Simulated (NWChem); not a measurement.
Species: AlCl3; SMILES [Cl][Al]([Cl])[Cl]

```xyz
4

Al     0.0000     0.0000     0.0023
Cl    -2.0375     0.4560    -0.0002
Cl     1.4136     1.5365    -0.0002
Cl     0.6238    -1.9925    -0.0002
```
Atoms are numbered in this order, from 1.

Computed with NWChem. Geometry: optimised at B3LYP/6-31G* (spherical d). Vertical excitations in the gas phase.

Estimate the computed values for Hartree-Fock/def2-SVPD, TDHF. Quantities: lowest excitation, singlet (eV); oscillator strength of that lowest state; orbital gap (eV).


```
Quantity                                  Result
----------------------------------------  ------
lowest excitation, singlet (eV)             8.18
oscillator strength of that lowest state   0.000
orbital gap (eV)                           13.51
```
